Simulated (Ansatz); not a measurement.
```yaml
crystal:
  periodic: [false, false, false]
  atoms:
    - {symbol: Co, position_ang: [-1.352593, -0.337716, -0.001099]}
    - {symbol: N, position_ang: [0.255246, -0.113214, 0.001019]}
    - {symbol: H, position_ang: [1.097347, 0.450930, 0.000080]}
basis:
  gaussian: {orbitals: def2-TZVP}
magnetization: {spin_polarized: true, initial_magnetization: 1}
hamiltonian: {xc: pbe0}
relax: {f_tol: 0.004, max_steps: 80}
```

```sh
$ ansatz run in.yaml --threads 1 --pin off --events-out ev --progress --plain --max-ram 2176MiB
```

Steps of the relaxation (energy above the last step; positions in Å, forces in eV/Å):

```
3
step 1, 403.3 meV
Co   -1.353   -0.338   -0.001   -2.062   -0.090   -0.004
N     0.255   -0.113    0.001    2.226   -0.180    0.005
H     1.097    0.451    0.000   -0.164    0.269   -0.002
```

```
3
step 2, 347.6 meV
Co   -1.367   -0.336   -0.001   -1.461    0.029   -0.003
N     0.269   -0.124    0.001    1.665   -0.317    0.005
H     1.098    0.459    0.000   -0.204    0.288   -0.002
```

```
3
step 3, 193.1 meV
Co   -1.418   -0.308   -0.001    0.268    0.322   -0.001
N     0.340   -0.204    0.002    0.427   -0.378    0.003
H     1.078    0.512    0.000   -0.695    0.055   -0.002
```

```
3
step 5, 81.7 meV
Co   -1.359   -0.182   -0.002    0.973   -0.126    0.002
N     0.495   -0.417    0.003   -0.448    1.582   -0.008
H     0.864    0.599   -0.001   -0.525   -1.456    0.006
```

```
3
step 9, 0.0 meV
Co   -1.319   -0.190   -0.002    0.000    0.000    0.000
N     0.459   -0.381    0.003    0.000    0.001    0.000
H     0.860    0.571   -0.001    0.000   -0.001    0.000
```

Close pairs at the end: N2–H3 1.033 Å, Co1–N2 1.788 Å.

A stationary point of unrestricted PBE0 after 9 steps, with ⟨S²⟩ = 1.682 against 0.75 for a pure state; no frequencies were run, so it isn't proven a minimum. 2.5 min on 1 thread of Intel Xeon 6975P-C, shared host.
